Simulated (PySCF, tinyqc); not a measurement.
Worked calculation: CIS on RHF in the sto-6g basis, for HF, spin multiplicity 1. The lowest restricted solution is unstable here: a spin-polarised one lies 0.0246 hartree lower (PySCF). One step of it, computed by the program tinyqc.

Question. CIS matrix, singlets. A(ia,jb) = (e_a - e_i) d_ij d_ab + 2 (ia|jb) - (ij|ab).

orbital energies (hartree): MO1 -26.268603, MO2 -1.420619, MO3 -0.473234, MO4 -0.473234, MO5 -0.452305, MO6 0.276867

Two-electron integrals over orbitals (pq|rs), unique and non-zero (hartree):
```
(11|11) 5.382728    (21|11) -0.538538   (21|21) 0.086825    (22|11) 1.261909
(22|21) -0.024799   (22|22) 0.883928    (31|31) 0.030343    (32|31) 0.040283
(32|32) 0.191605    (33|11) 1.265991    (33|21) -0.014332   (33|22) 0.902239
(33|33) 0.998085    (41|41) 0.030343    (42|41) 0.040283    (42|42) 0.191605
(43|43) 0.053789    (44|11) 1.265991    (44|21) -0.014332   (44|22) 0.902239
(44|33) 0.890506    (44|44) 0.998085    (51|11) 0.081755    (51|21) -0.012964
(51|22) 0.004887    (51|33) 0.002087    (51|44) 0.002087    (51|51) 0.016854
(52|11) -0.104377   (52|21) 0.004207    (52|22) -0.044815   (52|33) -0.056998
(52|44) -0.056998   (52|51) 0.020533    (52|52) 0.126096    (53|31) -0.005519
(53|32) -0.022340   (53|53) 0.032772    (54|41) -0.005519   (54|42) -0.022340
(54|54) 0.032772    (55|11) 0.861133    (55|21) -0.007724   (55|22) 0.672469
(55|33) 0.657641    (55|44) 0.657641    (55|51) -0.001558   (55|52) -0.008449
(55|55) 0.652609    (61|11) 0.089051    (61|21) -0.014790   (61|22) 0.002991
(61|33) 0.002331    (61|44) 0.002331    (61|51) -0.013419   (61|52) -0.022498
(61|55) 0.004069    (61|61) 0.018895    (62|11) -0.128773   (62|21) 0.003791
(62|22) -0.070280   (62|33) -0.070055   (62|44) -0.070055   (62|51) -0.019926
(62|52) -0.083890   (62|55) -0.020713   (62|61) 0.019320    (62|62) 0.090618
(63|31) -0.005674   (63|32) -0.023297   (63|53) -0.023907   (63|63) 0.027970
(64|41) -0.005674   (64|42) -0.023297   (64|54) -0.023907   (64|64) 0.027970
(65|11) -0.440430   (65|21) 0.006782    (65|22) -0.259474   (65|33) -0.261865
(65|44) -0.261865   (65|51) 0.001326    (65|52) 0.069320    (65|55) -0.087992
(65|61) -0.003735   (65|62) 0.029105    (65|65) 0.248787    (66|11) 0.817555
(66|21) -0.008245   (66|22) 0.623693    (66|33) 0.609346    (66|44) 0.609346
(66|51) 0.008329    (66|52) 0.038370    (66|55) 0.634883    (66|61) -0.006149
(66|62) -0.047442   (66|65) -0.026815   (66|66) 0.657649
```

Give: CIS matrix A, singlet.

Answer.

CIS matrix A, singlet (hartree), lower triangle:
```
         1>6     2>6     3>6     4>6     5>6
1>6  25.7657
2>6   0.0469  1.2550
3>6   0.0000  0.0000  0.1967
4>6   0.0000  0.0000  0.0000  0.1967
5>6  -0.0158  0.0198  0.0000  0.0000  0.5919
```
